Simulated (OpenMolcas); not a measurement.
LiNa⁺ at 3.373 Å: OpenMolcas input and output

Input (each module block was a call of its own in one work directory; start orbitals came from a preliminary run):

```
&GATEWAY
Coord
2
angstrom
Na 0.0 0.0 0.0
Li 0.0 0.0 3.3730
Basis=ANO-RCC-VTZP
Group=XY
RX2C
AMFI
ANGMom
0.0 0.0 0.0
RICD
&SEWARD
&GUESSORB
* RASSCF and CASPT2 blocks for each multiplicity and irrep, as for the first:
&RASSCF
FileOrb=$CurrDir/o21.orb
Symmetry=1
Spin=2
nActEl=1 0 0
Inactive=4 2
RAS2=4 4
CIRoot=3 3 1
Linear
Iterations=120 100
OrbListing=Nothing
PRWF=0.15
>>COPY $Project.RasOrb $CurrDir/o21.orb
>>COPY $Project.rasscf.h5 $CurrDir/r21.h5
&CASPT2
XMultistate=all
Imaginary=0.2
IPEA=0.25
MaxIter=40
>>COPY $Project.JobMix JOB001
&RASSI
Nr of JobIphs=2 3 2
1 2 3
1 2
SpinOrbit
EJob
Omega
MEES
MESO
Properties=4
'AngMom' 3 'Mltpl  1' 1 'Mltpl  1' 2 'Mltpl  1' 3
Thrs=1.0d-4
>>COPY $Project.rassi.h5 $CurrDir/so.h5
```

```bash
pymolcas m.inp
```

C2 symmetry about the axis (a holds Σ, Δ, Γ; b holds Π, Φ, H; Σ⁺ and Σ⁻ are not told apart); roots by multiplicity and irrep: 2a 3, 2b 2.

RASSI part of the output, in excerpt:

```
SPIN-FREE ENERGIES:
  (Shifted by EMIN (a.u.) =       -169.5030555103)
 SF State       Relative EMIN(au)   Rel lowest level(eV)    D:o, cm**(-1)      Abs_M
     1             0.0000000000        0.0000000000              0.0000         0.0
     2             0.0955912962        2.6011716824          20979.8645         0.0
     4             0.1065036608        2.8981122512          23374.8517         1.0
     5             0.1065039634        2.8981204858          23374.9181         1.0
     3             0.1385957707        3.7713830486          30418.2557         0.0
++ Dipole transition strengths (spin-free states):
     for osc. strength at least  1.00000000E-05
      From   To        Osc. strength     Einstein coefficients Ax, Ay, Az (sec-1)    Total A (sec-1)
         1    2       2.62779501E-01  0.00000000E+00  0.00000000E+00  7.71505574E+07  7.71505574E+07
         1    4       2.73704723E-01  1.25827030E+07  8.71694427E+07  0.00000000E+00  9.97521457E+07
         1    5       2.73702084E-01  8.71689275E+07  1.25828235E+07  0.00000000E+00  9.97517510E+07
         1    3       1.51229961E-02  0.00000000E+00  0.00000000E+00  9.33358915E+06  9.33358915E+06
         2    4       1.50649751E-03  7.27065684E+02  5.03684232E+03  0.00000000E+00  5.76390800E+03
         2    5       1.50656540E-03  5.03737754E+03  7.27109898E+02  0.00000000E+00  5.76448743E+03
         2    3       4.70545233E-01  0.00000000E+00  0.00000000E+00  2.79601535E+07  2.79601535E+07
         4    3       1.51344835E-02  6.31750073E+04  4.37637342E+05  0.00000000E+00  5.00812349E+05
         5    3       1.51358326E-02  4.37674862E+05  6.31726832E+04  0.00000000E+00  5.00847545E+05
 Electric-quadrupole - electric-quadrupole not included
 Electric-dipole - electric-octupole not included
 Electric-dipole - magnetic-quadrupole not included
   Eigenvalues of complex Hamiltonian:
  (Shifted by EMIN (a.u.) =       -169.5030555103)
 SO State       Relative EMIN(au)   Rel lowest level(eV)    D:o, cm**(-1)      Omega
     1            -0.0000000009        0.0000000000              0.0000         0.5
     2            -0.0000000009        0.0000000000              0.0000         0.5
     3             0.0955912959        2.6011716964          20979.8646         0.5
     4             0.0955912959        2.6011716964          20979.8646         0.5
     5             0.1064963716        2.8979139254          23373.2521         0.5
     6             0.1064963716        2.8979139254          23373.2521         0.5
     7             0.1065112480        2.8983187316          23376.5171         1.5
     8             0.1065112480        2.8983187316          23376.5171         1.5
     9             0.1385957765        3.7713832306          30418.2572         0.5
    10             0.1385957765        3.7713832306          30418.2572         0.5
 Weights of the five most important spin-orbit-free states for each spin-orbit state.
 SO State  Total energy (au)           Spin-free states, spin, and weights
    1        -0.000000       1 0.5  1.0000    5 0.5  0.0000    4 0.5  0.0000    3 0.5  0.0000    2 0.5  0.0000
    2        -0.000000       1 0.5  1.0000    5 0.5  0.0000    4 0.5  0.0000    3 0.5  0.0000    2 0.5  0.0000
    3         0.095591       2 0.5  1.0000    5 0.5  0.0000    4 0.5  0.0000    3 0.5  0.0000    1 0.5  0.0000
    4         0.095591       2 0.5  1.0000    5 0.5  0.0000    4 0.5  0.0000    3 0.5  0.0000    1 0.5  0.0000
    5         0.106496       4 0.5  0.5102    5 0.5  0.4898    3 0.5  0.0000    2 0.5  0.0000    1 0.5  0.0000
    6         0.106496       4 0.5  0.5102    5 0.5  0.4898    3 0.5  0.0000    2 0.5  0.0000    1 0.5  0.0000
    7         0.106511       5 0.5  0.5102    4 0.5  0.4898    3 0.5  0.0000    2 0.5  0.0000    1 0.5  0.0000
    8         0.106511       5 0.5  0.5102    4 0.5  0.4898    3 0.5  0.0000    2 0.5  0.0000    1 0.5  0.0000
    9         0.138596       3 0.5  1.0000    5 0.5  0.0000    4 0.5  0.0000    1 0.5  0.0000    2 0.5  0.0000
   10         0.138596       3 0.5  1.0000    5 0.5  0.0000    4 0.5  0.0000    1 0.5  0.0000    2 0.5  0.0000
++ Dipole transition strengths (SO states):
        for osc. strength at least   1.00000000E-05
      From   To        Osc. strength     Einstein coefficients Ax, Ay, Az (sec-1)    Total A (sec-1)
         1    3       2.62779494E-01  0.00000000E+00  0.00000000E+00  7.71505560E+07  7.71505560E+07
         1    5       2.73684270E-01  4.91067411E+07  5.06242995E+07  0.00000000E+00  9.97310405E+07
         1    7       2.73722476E-01  5.06448771E+07  4.91279544E+07  0.00000000E+00  9.97728314E+07
         1    9       1.51229931E-02  0.00000000E+00  0.00000000E+00  9.33358819E+06  9.33358819E+06
         2    4       2.62779494E-01  0.00000000E+00  0.00000000E+00  7.71505560E+07  7.71505560E+07
         2    6       2.73684270E-01  4.91067411E+07  5.06242995E+07  0.00000000E+00  9.97310405E+07
         2    8       2.73722476E-01  5.06448771E+07  4.91279544E+07  0.00000000E+00  9.97728314E+07
         2   10       1.51229931E-02  0.00000000E+00  0.00000000E+00  9.33358819E+06  9.33358819E+06
         3    5       1.50550383E-03  2.83249224E+03  2.91992162E+03  0.00000000E+00  5.75241386E+03
         3    7       1.50755774E-03  2.93195436E+03  2.84403397E+03  0.00000000E+00  5.77598833E+03
         3    9       4.70545209E-01  0.00000000E+00  0.00000000E+00  2.79601601E+07  2.79601601E+07
         4    6       1.50550383E-03  2.83249224E+03  2.91992162E+03  0.00000000E+00  5.75241386E+03
         4    8       1.50755774E-03  2.93195436E+03  2.84403397E+03  0.00000000E+00  5.77598833E+03
         4   10       4.70545209E-01  0.00000000E+00  0.00000000E+00  2.79601601E+07  2.79601601E+07
         5    9       1.51386557E-02  2.46790189E+05  2.54387993E+05  0.00000000E+00  5.01178182E+05
         6   10       1.51386557E-02  2.46790189E+05  2.54387993E+05  0.00000000E+00  5.01178182E+05
         7    9       1.51316640E-02  2.54060074E+05  2.46422425E+05  0.00000000E+00  5.00482499E+05
         8   10       1.51316640E-02  2.54060074E+05  2.46422425E+05  0.00000000E+00  5.00482499E+05
 Electric-quadrupole - electric-quadrupole not included
 Electric-dipole - electric-octupole not included
 Electric-dipole - magnetic-quadrupole not included
```

Only roots inside an energy window near the equilibrium distance were included, so the list of states is not complete; labels number the states computed. Each spin and symmetry block has orbitals of its own, averaged over its own roots, so gaps between blocks are less sure than gaps within one and near the minimum can be off by tenths of an eV, in bad cases by more. No Rydberg orbitals are active, so Rydberg states, and σ→σ* states whose orbital the CASSCF left unused, can be missing between those listed.
